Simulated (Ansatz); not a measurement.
C2H5 (SMILES [CH2]C), charge 0, multiplicity 2, relaxed at each level with Ansatz (a program for electronic structure); harmonic frequencies from differences of analytic forces, average atomic masses, frozen cores. Open shells are unrestricted.

| level | C1–C2 (Å) | C1–H3 (Å) | C1–H4 (Å) | C2–H5 (Å) | C2–H6 (Å) | C2–H7 (Å) | C2–C1–H3 (°) | C2–C1–H4 (°) | H3–C1–H4 (°) | dipole (D) |
|---|---|---|---|---|---|---|---|---|---|---|
| HF/def2-TZVPP | 1.4945 | 1.0733 | 1.0733 | 1.0891 | 1.0836 | 1.0836 | 120.5 | 120.5 | 117.4 | 0.25 |
| PBE/def2-TZVPP | 1.4829 | 1.0890 | 1.0890 | 1.1094 | 1.1001 | 1.1001 | 121.0 | 121.0 | 117.5 | 0.34 |
| r2SCAN/def2-TZVPP | 1.4816 | 1.0819 | 1.0819 | 1.1007 | 1.0925 | 1.0925 | 120.9 | 120.9 | 117.7 | 0.30 |
| B3LYP/def2-TZVPP | 1.4835 | 1.0805 | 1.0805 | 1.1004 | 1.0919 | 1.0919 | 121.0 | 121.0 | 117.6 | 0.31 |
| PBE0/def2-TZVPP | 1.4788 | 1.0818 | 1.0818 | 1.1004 | 1.0925 | 1.0925 | 121.0 | 121.0 | 117.6 | 0.30 |
| wB97X-V/def2-TZVPP | 1.4867 | 1.0830 | 1.0830 | 1.1008 | 1.0935 | 1.0935 | 120.9 | 120.9 | 117.8 | 0.31 |
| CCSD(T)/cc-pVDZ | 1.5027 | 1.0974 | 1.0974 | 1.1134 | 1.1066 | 1.1066 | 120.6 | 120.6 | 117.5 | 0.26 |
